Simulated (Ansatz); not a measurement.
The inner images of a band of HO2Si (4 atoms, charge 0, multiplicity 2) are given out of order.

All numbers below come from UKS BLYP-D4/6-31G* (Ansatz).

Initial state:

```xyz
4
Properties=species:S:1:pos:R:3
O 1.452 0.541 -0.265
Si -0.005 -0.037 0.017
O -1.248 0.876 -0.384
H -0.199 -1.380 0.632
```

Final state:

```xyz
4
Properties=species:S:1:pos:R:3
O 0.896 -0.315 0.133
Si -0.730 0.081 -0.028
O -1.218 1.432 -0.638
H 1.052 -1.198 0.534
```

Problem. Put them in order from the first end to the last, with their energies above the first end.
A.
```xyz
4
Properties=species:S:1:pos:R:3
O 1.325 -0.032 -0.002
Si -0.282 0.168 -0.073
O -1.521 1.010 -0.442
H 0.477 -1.146 0.517
```
B.
```xyz
4
Properties=species:S:1:pos:R:3
O 1.485 0.218 -0.118
Si -0.132 0.128 -0.057
O -1.433 0.898 -0.392
H 0.081 -1.245 0.567
```
C.
```xyz
4
Properties=species:S:1:pos:R:3
O 1.147 -0.267 0.108
Si -0.472 0.157 -0.066
O -1.462 1.237 -0.547
H 0.788 -1.127 0.504
```
D.
```xyz
4
Properties=species:S:1:pos:R:3
O 1.408 0.087 -0.057
Si -0.205 0.155 -0.068
O -1.477 0.960 -0.420
H 0.274 -1.202 0.545
```
E.
```xyz
4
Properties=species:S:1:pos:R:3
O 1.480 0.384 -0.194
Si -0.082 0.030 -0.013
O -1.346 0.900 -0.394
H -0.052 -1.315 0.601
```
F.
```xyz
4
Properties=species:S:1:pos:R:3
O 1.031 -0.288 0.119
Si -0.600 0.116 -0.046
O -1.356 1.353 -0.601
H 0.925 -1.181 0.528
```
G.
```xyz
4
Properties=species:S:1:pos:R:3
O 1.244 -0.188 0.070
Si -0.358 0.179 -0.077
O -1.515 1.102 -0.484
H 0.629 -1.093 0.491
```

Solution. E (+15.9 kJ/mol), B (+36.8 kJ/mol), D (+57.9 kJ/mol), A (+78.9 kJ/mol), G (+27.9 kJ/mol), C (-47.6 kJ/mol), F (-85.6 kJ/mol).

The run took 3.1 min on 1 thread of Arm Neoverse N1, on a shared host, peak memory 0.12 GiB.
